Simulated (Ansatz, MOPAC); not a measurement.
Process, species as SMILES: C1CC1 + 3 [H][H] (H2) -> 3 C (CH4)

Wanted: energy of full hydrogenation (enthalpy at 298 K), in kcal/mol. Conventions: dispersion terms only where a functional's name holds one; 6-31G* and kin with 6d, 5d where marked; non-relativistic; spin-orbit terms left out. First-principles rows: single points at B3LYP-D3(BJ) geometries (Ansatz, a quantum-chemistry and plane-wave program), with unscaled harmonic terms from B3LYP/6-31G* at its own minima. Semi-empirical rows: MOPAC heats of formation at their own minima for 298 K.

```json
[
 {"species": "C1CC1", "coefficient": "-1", "E at B3LYP/6-31G* (Ansatz), Eh": "-117.89505", "E at wB97X-V/def2-TZVPD (Ansatz), Eh": "-117.90429", "H(298 K) - E, kcal/mol": "53.98", "heat of formation at MNDO (MOPAC), kcal/mol": "11.18"},
 {"species": "[H][H] (H2)", "coefficient": "-3", "E at B3LYP/6-31G* (Ansatz), Eh": "-1.17549", "E at wB97X-V/def2-TZVPD (Ansatz), Eh": "-1.17238", "H(298 K) - E, kcal/mol": "8.44", "heat of formation at MNDO (MOPAC), kcal/mol": "0.72"},
 {"species": "C (CH4)", "coefficient": "+3", "E at B3LYP/6-31G* (Ansatz), Eh": "-40.51834", "E at wB97X-V/def2-TZVPD (Ansatz), Eh": "-40.51531", "H(298 K) - E, kcal/mol": "30.76", "heat of formation at MNDO (MOPAC), kcal/mol": "-11.96"}
]
```

Measured values: Active Thermochemical Tables 1.112 (ions: stationary electron), as tabulated in the package chemicals; they hold spin-orbit and core effects, anharmonicity.  Value to compare with, the measured value: -66.3 kcal/mol. 1 Eh = 627.5095 kcal/mol.

Work the quantity out at each level, and compare with the measured value.


- B3LYP/6-31G*: the sum of coefficient times E is -0.13350 Eh, or -83.77 kcal/mol; the thermal terms add 12.98. Result: -70.8 kcal/mol. Its error against the measured value is -4.5 kcal/mol.
- wB97X-V/def2-TZVPD: the sum of coefficient times E is -0.12450 Eh, or -78.12 kcal/mol; the thermal terms add 12.98. Result: -65.1 kcal/mol. Its error against the measured value is 1.2 kcal/mol.
- MNDO: the sum of coefficient times heat of formation is -49.22 kcal/mol; it needs no thermal term. Its error against the measured value is 17.1 kcal/mol.
